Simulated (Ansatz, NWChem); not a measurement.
# Worked example: vertical ionisation energy of C4H10O (SMILES CCCOC)

C4H10O: 15 atoms, total charge 0, spin state singlet. SMILES: `CCCOC`. The shape is that of a PBE0-D4/def2-TZVP optimisation. This is one conformer, not always the lowest.

| atom | x (Å) | y (Å) | z (Å) |
| --- | --- | --- | --- |
| C | -1.5904 | -0.7371 | -1.0382 |
| C | -0.3748 | -1.3001 | -0.3225 |
| C | 0.6687 | -0.2521 | -0.0132 |
| O | 0.1251 | 0.6996 | 0.8659 |
| C | 1.0279 | 1.7222 | 1.1722 |
| H | -1.3079 | -0.2846 | -1.9933 |
| H | -2.3258 | -1.5179 | -1.2440 |
| H | -2.0724 | 0.0331 | -0.4342 |
| H | 0.0985 | -2.0772 | -0.9317 |
| H | -0.6766 | -1.7766 | 0.6158 |
| H | 1.5579 | -0.7173 | 0.4409 |
| H | 0.9984 | 0.2424 | -0.9425 |
| H | 0.5294 | 2.4125 | 1.8534 |
| H | 1.9316 | 1.3310 | 1.6616 |
| H | 1.3365 | 2.2722 | 0.2715 |

Both states at this one shape; open shells run unrestricted unless said. 1 Eh = 27.2114 eV.

| level | program | singlet C4H10O (Eh) | doublet C4H10O+ (Eh) |
| --- | --- | --- | --- |
| PBE/def2-SVP | Ansatz | -233.168841 | -232.828213 |
| BHLYP/def2-SVP | NWChem | -233.338336 | -232.983140 |

Question: Work out the vertical ionisation energy at each level.

Answer: 
1. PBE/def2-SVP: -232.828213 − (-233.168841) = 0.340628 Eh = 9.27 eV.
2. BHLYP/def2-SVP: -232.983140 − (-233.338336) = 0.355196 Eh = 9.67 eV.

No measured value is set beside it here; the levels span 9.27 to 9.67 eV.
